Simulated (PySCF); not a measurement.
Reproducing measurements on acetyl fluoride

**Experimental background.**

From NIST CCCBDB Release 22 (SRD 101), experimental dipoles, for the gas: dipole moment (microwave Stark effect) 2.96 D.

The runs below try to reproduce these values; the comparison stands at the end.

Species: acetyl fluoride, C₂H₃FO.
Atom-mapped SMILES: `[CH3:1][C:2](=[O:3])[F:4]` (hydrogens: H5, H6, H7 on C1)

Structure used (PBE0-D3(BJ)/def2-TZVP), in Å, numbered top down from 1:
```
atom  x, y, z in Å
C1    -0.6288   -0.0283   -0.1827
C2     0.8158   -0.0927    0.1664
O3     1.6146   -0.9120   -0.1184
F4     1.1761    0.9830    0.9003
H5    -1.2212    0.1835    0.7079
H6    -0.9402   -0.9628   -0.6420
H7    -0.7842    0.7961   -0.8828
```

Runs made with PySCF (gas phase, on this PBE0-D3(BJ)/def2-TZVP geometry; no spin–orbit coupling):

| level | job | basis functions | wall time |
| --- | --- | --- | --- |
| PBE0-D3(BJ)/def2-TZVP, grid level 2 | geometry optimisation from a GFN2-xTB start shaken at random | 142 | 59 s |
| B97-2/pcSseg-2 | shieldings | 186 | 16 s |
| KT3/pcSseg-2 | shieldings | 186 | 23 s |
| PBE0/pcSseg-2 | shieldings, charges and field gradients | 186 | 19 s |
| wB97X-D/pcSseg-2 | shieldings | 186 | 20 s |
| CAM-B3LYP/aug-cc-pVTZ | 10 singlets by full TDDFT, 4 Tamm–Dancoff triplets, polarisability | 253 | 41 s |
| PBE0/aug-cc-pVTZ | 10 singlets by full TDDFT, 4 Tamm–Dancoff triplets, polarisability, dynamic polarisability | 253 | 40 s |
| wB97X-D/aug-cc-pVTZ | 10 singlets by full TDDFT, 4 Tamm–Dancoff triplets, polarisability, ΔSCF ions | 253 | 74 s |

Hardware: Arm Neoverse N1, one thread, no GPU, shared host.

**Comparison with experiment**

**Dipole moment.** Measured: 2.96 D (NIST CCCBDB Release 22 (SRD 101), experimental dipoles).

```csv
level,computed (D),computed − measured (D),% (from the printed values)
PBE0-D3(BJ)/def2-TZVP,2.96,0.00,0
B97-2/pcSseg-2,3.01,+0.05,+2
KT3/pcSseg-2,2.89,-0.07,-2
PBE0/pcSseg-2,3.02,+0.06,+2
wB97X-D/pcSseg-2,3.04,+0.08,+3
CAM-B3LYP/aug-cc-pVTZ,3.05,+0.09,+3
PBE0/aug-cc-pVTZ,2.99,+0.03,+1
wB97X-D/aug-cc-pVTZ,3.00,+0.04,+1
```

Closest is PBE0-D3(BJ)/def2-TZVP (0.00 D), furthest CAM-B3LYP/aug-cc-pVTZ (+0.09 D); one molecule doesn't rank methods. The computed dipoles belong to one fixed geometry; measured ones are averaged over vibrations unless marked μe. Magnitudes are compared, not signs.

No measured geometry was used, and the causes of the misses weren't examined.
